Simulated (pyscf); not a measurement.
Cl–CH₂–SiH(Cl)–Cl (SMILES ClC[SiH](Cl)Cl) + H• (SMILES [H]) → Cl–CH₂–Si•(Cl)–Cl (SMILES ClC[Si](Cl)Cl) + H₂ (SMILES [H][H]), a hydrogen abstraction (doublet surface; H–Si broken, H–H formed). PySCF, gas phase, ωB97X-D3(BJ)/def2-SVP geometries. Energies in kJ/mol from the separated reactants.

Small-basis levels: PySCF, no dispersion term, spherical d functions. AM1 to PM7: differences of heats of formation from MOPAC, which are fitted to 298 K values and so differ in kind from electronic energies by zero-point and thermal terms. Open shells are spin-unrestricted. 

| level | barrier | reaction energy |
|---|---|---|
| HF/6-31G* | 65.7 | -12.1 |
| MP2/6-31G* | [?] | -26.0 |
| B3LYP/STO-3G | [?] | -121.0 |
| B3LYP/6-31G* | 10.8 | -65.2 |
| M06-2X/6-31G* | 29.0 | -54.2 |
| B3LYP/6-311+G** | 7.9 | -67.0 |
| AM1 | -27.7 | -176.4 |
| ωB97M-D3(BJ)/def2-TZVP | [?] | -43.0 |

Question: Some entries are withheld; supply them.

Answer: 
- MP2/6-31G*, barrier: 53.5
- B3LYP/STO-3G, barrier: -9.8
- ωB97M-D3(BJ)/def2-TZVP, barrier: 24.8

Against the last row the barrier runs from -52.6 (AM1) to +40.9 kJ/mol (HF/6-31G*). At B3LYP/STO-3G, AM1 this geometry lies under one side, so the entry may be no barrier of that level: it is a single point on another level's saddle. ωB97M-D3(BJ)/def2-TZVP has limits of its own. Cl–CH₂–SiH(Cl)–Cl lies 183.7 kJ/mol over its isomer H₃C–Si(Cl)(Cl)–Cl (electronic energy, ωB97M-D3(BJ)/def2-TZVP). Cl–CH₂–Si•(Cl)–Cl lies 134.1 kJ/mol over its isomer •H₂C–Si(Cl)(Cl)–Cl (electronic energy, ωB97M-D3(BJ)/def2-TZVP). One saddle was located; it need not be the lowest between these sides. The angle at the transferred H is 179°.
